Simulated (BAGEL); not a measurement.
**NEVPT2(8,5)/6-31G(d) (density fitting with qzvpp-jkfit, spherical functions) run of OH− (hydroxide)**

What is the vertical ionisation energy of OH− (hydroxide) at NEVPT2(8,5)/6-31G* (density fitting with qzvpp-jkfit, spherical functions)? 

The calculation is run with BAGEL 1.2.2.

## (1) The molecule

OH− has 2 atoms, charge -1, and is taken as a singlet. As SMILES, `[OH-]`. The shape is that of a PBE0-D4/def2-TZVPD optimisation.

Bond lengths: O1–H2 0.964 Å.

## (2) A single-point energy at NEVPT2(8,5)/6-31G(d) (density fitting with qzvpp-jkfit, spherical functions)

input.json

```json
{ "bagel": [

{
  "title": "molecule",
  "basis": "6-31gs.json",
  "df_basis": "qzvpp-jkfit",
  "angstrom": true,
  "geometry": [
    { "atom": "O", "xyz": [    0.411800,   -0.131800,    0.212500 ] },
    { "atom": "H", "xyz": [   -0.411800,    0.131800,   -0.212500 ] }
  ]
},
{ "title": "hf", "charge": -1 },
{ "title": "casscf", "nstate": 1, "nact": 5, "nclosed": 1, "charge": -1, "maxiter": 200, "natocc": true },
{ "title": "nevpt2", "nstate": 1, "nact": 5, "nclosed": 1, "charge": -1, "maxiter": 200, "natocc": true, "ncore": 1 }

]}
```

The basis set 6-31G* is read from a file made from the Basis Set Exchange's data (not shown).

The run is started by

```console
BAGEL_NUM_THREADS=1 BAGEL input.json > input.out
```

The program printed:

```text
* using 1 threads per process

  ===============================================================
  ===============================================================

  *** Geometry ***

  { "atom" : "O", "xyz" : [      0.778189,     -0.249066,      0.401567 ] },
  { "atom" : "H", "xyz" : [     -0.778189,      0.249066,     -0.401567 ] },

  Number of auxiliary basis functions:       95

  Since a DF basis is specified, we compute 2- and 3-index integrals:
    o Being stored without compression. Storage requirement is 0.000 GB

  Number of basis functions:       16
  Number of electrons      :        9

    * METHOD: MOLECULE                             0.01

  *** RHF ***

  === Nuclear Repulsion ===
     4.3935670399

      * DIIS with orbital gradients will be used.

  === RHF iteration (6-31gs.json) ===
      0        -75.08317449          0.10121108           0.00
      1        -75.23643784          0.05742027           0.00
      2        -75.32384577          0.00386290           0.00
      3        -75.32425141          0.00058404           0.00
      4        -75.32427002          0.00014325           0.00
      5        -75.32427149          0.00001817           0.00
      6        -75.32427151          0.00000251           0.00
      7        -75.32427151          0.00000036           0.00
      8        -75.32427151          0.00000007           0.00
      9        -75.32427151          0.00000003           0.00
     10        -75.32427151          0.00000000           0.00
    * SCF iteration converged.

    * Permanent dipole moment:
           (    0.485476,    -0.155381,     0.250519) a.u.

    * METHOD: HF                                   0.03

  ---------------------------
      CASSCF calculation
  ---------------------------

    * nstate   :      1
    * nclosed  :      1
    * nact     :      5
    * nvirt    :     10
  === CASSCF iteration (6-31gs.json) ===

    * Using the second-order algorithm

      0  0       -75.33049366     5.36e-03      0.00

      1  0       -75.34615860     6.41e-03      0.00

      2  0       -75.34830888     1.30e-03      0.01

      3  0       -75.34834875     1.42e-04      0.01

      4  0       -75.34834996     3.11e-05      0.01

      5  0       -75.34835004     1.80e-05      0.01

      6  0       -75.34835005     9.31e-06      0.00

      7  0       -75.34835005     4.37e-06      0.01

      8  0       -75.34835005     1.96e-06      0.01

      9  0       -75.34835005     8.62e-07      0.00

     10  0       -75.34835005     3.75e-07      0.00

     11  0       -75.34835005     1.62e-07      0.00

     12  0       -75.34835005     6.94e-08      0.00

     13  0       -75.34835005     2.97e-08      0.00

     14  0       -75.34835005     1.27e-08      0.00

     15  0       -75.34835005     5.46e-09      0.00

    * Second-order optimization converged. *

     guess   0:   closed 1111.                open .....

  === FCI iteration ===

      0  0       -75.32401275     4.28e-02      0.00
      1  0       -75.34784060     6.46e-03      0.00
      2  0       -75.34834334     5.88e-04      0.00
      3  0       -75.34834983     1.08e-04      0.00
      4  0       -75.34835005     1.79e-05      0.00
      5  0       -75.34835005     1.20e-06      0.00
      6  0 *     -75.34835005     4.15e-15      0.00

     * ci vector, state   0, <S^2> = -0.0000
       2222.     0.9932677351
       222.2    -0.1125619748

    * METHOD: CASSCF                               0.08

    * freezing 1 orbital

  === DF-NEVPT2 calculation ===

    * 3-index integral transformation done
    * assembly done

      NEVPT2 correlation energy:   -0.1459691592      0.00

          (+0)      0.0000000000
          (+0)'     0.0000000000
          (+1)      0.0000000000
          (+1)'     0.0000000000
          (+2)      0.0000000000
          (-1)      0.0000000000
          (-1)'    -0.0416045595
          (-2)     -0.1043645998

      NEVPT2 total energy:        -75.4943192141

    * METHOD: NEVPT2                               0.04

  ===============================================================
```

It took 0.28 s on 1 thread of Arm Neoverse V1, shared host.

## (3) Doublet neutral OH at the same level

input.json

```json
{ "bagel": [

{
  "title": "molecule",
  "basis": "6-31gs.json",
  "df_basis": "qzvpp-jkfit",
  "angstrom": true,
  "geometry": [
    { "atom": "O", "xyz": [       0.411800,      -0.131800,       0.212500 ] },
    { "atom": "H", "xyz": [      -0.411800,       0.131800,      -0.212500 ] }
  ]
},

{
  "title": "hf",
  "charge": 1
},

{
  "title": "casscf",
  "nstate": 1,
  "nact": 5,
  "nclosed": 1,
  "nspin": 1,
  "maxiter": 200,
  "natocc": true
},

{
  "title": "nevpt2",
  "nstate": 1,
  "nact": 5,
  "nclosed": 1,
  "nspin": 1,
  "maxiter": 200,
  "natocc": true,
  "ncore": 1
}

]}
```

The basis set 6-31G* is read from a file made from the Basis Set Exchange's data (not shown).

The run is started by

```console
BAGEL_NUM_THREADS=1 BAGEL input.json > input.out
```

The program printed:

```text
* using 1 threads per process

  ===============================================================
  ===============================================================

  *** Geometry ***

  { "atom" : "O", "xyz" : [      0.778189,     -0.249066,      0.401567 ] },
  { "atom" : "H", "xyz" : [     -0.778189,      0.249066,     -0.401567 ] },

  Number of auxiliary basis functions:       95

  Since a DF basis is specified, we compute 2- and 3-index integrals:
    o Being stored without compression. Storage requirement is 0.000 GB

  Number of basis functions:       16
  Number of electrons      :        9

    * METHOD: MOLECULE                             0.01

  *** RHF ***

  === Nuclear Repulsion ===
     4.3935670399

      * DIIS with orbital gradients will be used.

  === RHF iteration (6-31gs.json) ===
      0        -74.79637980          0.03433277           0.00
      1        -74.82540980          0.00744408           0.00
      2        -74.82679426          0.00135211           0.00
      3        -74.82686179          0.00022636           0.00
      4        -74.82686350          0.00001693           0.00
      5        -74.82686351          0.00000236           0.00
      6        -74.82686351          0.00000046           0.00
      7        -74.82686351          0.00000006           0.00
      8        -74.82686351          0.00000001           0.00
    * SCF iteration converged.

    * Permanent dipole moment:
           (    0.698542,    -0.223574,     0.360466) a.u.

    * METHOD: HF                                   0.03

  ---------------------------
      CASSCF calculation
  ---------------------------

    * nstate   :      1
    * nclosed  :      1
    * nact     :      5
    * nvirt    :     10
  === CASSCF iteration (6-31gs.json) ===

    * Using the second-order algorithm

      0  0       -75.36036082     6.64e-02      0.00

      1  0       -75.39944234     5.07e-03      0.01

      2  0       -75.40225763     1.85e-03      0.01

      3  0       -75.40229594     5.55e-04      0.01

      4  0       -75.40229843     1.60e-04      0.01

      5  0       -75.40229862     4.58e-05      0.01

      6  0       -75.40229864     1.31e-05      0.01

      7  0       -75.40229864     3.81e-06      0.01

      8  0       -75.40229864     1.12e-06      0.00

      9  0       -75.40229864     3.31e-07      0.00

     10  0       -75.40229864     9.93e-08      0.00

     11  0       -75.40229864     3.01e-08      0.00

     12  0       -75.40229864     9.27e-09      0.00

    * Second-order optimization converged. *

     guess   0:   closed 111..                open ...1.

  === FCI iteration ===

      0  0       -75.37681228     3.25e-02      0.00
      1  0       -75.40166346     5.23e-03      0.00
      2  0       -75.40226947     9.33e-04      0.00
      3  0       -75.40229750     1.84e-04      0.00
      4  0       -75.40229863     1.75e-05      0.00
      5  0       -75.40229864     1.93e-06      0.00
      6  0       -75.40229864     3.04e-07      0.00
      7  0       -75.40229864     3.47e-08      0.00
      8  0 *     -75.40229864     5.25e-11      0.00

     * ci vector, state   0, <S^2> = 0.7500
       222a.     0.9935153637
       22.a2     0.1035145692

    * METHOD: CASSCF                               0.06

    * freezing 1 orbital

  === DF-NEVPT2 calculation ===

    * 3-index integral transformation done
    * assembly done

      NEVPT2 correlation energy:   -0.1107003678      0.00

          (+0)      0.0000000000
          (+0)'     0.0000000000
          (+1)      0.0000000000
          (+1)'     0.0000000000
          (+2)      0.0000000000
          (-1)      0.0000000000
          (-1)'    -0.0454274922
          (-2)     -0.0652728756

      NEVPT2 total energy:        -75.5129990050

    * METHOD: NEVPT2                               0.04

  ===============================================================
```

It took 0.26 s on 1 thread of Arm Neoverse V1, shared host.

## (4) What came out

Level: NEVPT2(8,5)/6-31G* (density fitting with qzvpp-jkfit, spherical functions), 1 core orbital frozen.

```
                                           quantity         value
                          singlet OH−: total energy  -75.49432 Eh
                   doublet neutral OH: total energy  -75.51300 Eh
vertical detachment energy (to the doublet neutral)     -0.508 eV
```

In words: The species is unbound against losing an electron at this level, by 0.51 eV (−49.0 kJ/mol); missing correlation or diffuse functions can give that sign where the real anion is bound.
